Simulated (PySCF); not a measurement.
One ligand Y is varied and pulled off as a radical: Cd(F)1–Y. All species are isolated molecules in the gas phase. Multiplicities are imposed; where one is given, others were not computed. Strings in code marks are SMILES. In the def2 sets, heavy atoms carry core potentials. All members: neutral, multiplicity 2. Level: BP86-D3(BJ)/def2-TZVP // BP86-D3(BJ)/def2-SVP (PySCF), beside PBE-D3(BJ)/def2-TZVP // BP86-D3(BJ)/def2-SVP (PySCF) at the same geometries.  Orbital energies are measured against the vacuum level.

| species | highest occupied spin orbital, PBE (eV) | highest occupied spin orbital, BP86-D3(BJ) (eV) |
|---|---|---|
| `[OH]` | -7.14 | -7.30 |
| `[SH]` | -6.12 | withheld |
| `C[O]` | -5.96 | -6.10 |
| [Cd(F)] | -5.81 | -5.97 |
| `C[N]C` | -5.57 | -5.66 |
| `[CH3]` | -5.38 | -5.46 |

**Question.** Fit y = a + b·x, y being the highest occupied spin orbital at the first level, to the 5 complete rows by least squares, with x = the PBE value in eV. Give a, b and the rms residual, and predict the withheld value.

**Answer.** Means of the 5 rows: x̄ = -5.972, ȳ = -6.098 eV. Σ(x − x̄)² = 1.9027 and Σ(x − x̄)(y − ȳ) = 1.9784, so b = 1.040 and a = ȳ − b·x̄ = 0.113 eV. The rms residual is 0.024 eV. At x = -6.12 the line gives -6.25 eV. The run for `[SH]` gave -6.25 eV, so the line is off by 0.00 eV, within twice the rms residual.

Codes: PySCF.
